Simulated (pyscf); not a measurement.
PySCF, gas phase, ωB97X-D3(BJ)/def2-SVP geometries.

Problem. For the elementary gas-phase step H₂P–GeH₃ + silane (SiH₄) -> H₃Si–PH–GeH₃ + hydrogen (H₂) (singlet surface; H–P, H–Si broken, P–Si, H–H formed), what barrier and reaction energy does ωB97M-D3(BJ)/def2-TZVP give, measured from the separated reactants?…

Solution. ΔE‡ = 2.70 eV, ΔE = -0.01 eV. Zero-point energy shifts the barrier by -0.05 eV. It is a four-centre exchange, with an imaginary mode of 1615i cm⁻¹. One saddle was located; it need not be the lowest between these sides. Elements up to Kr have no core potential and no relativistic terms here.
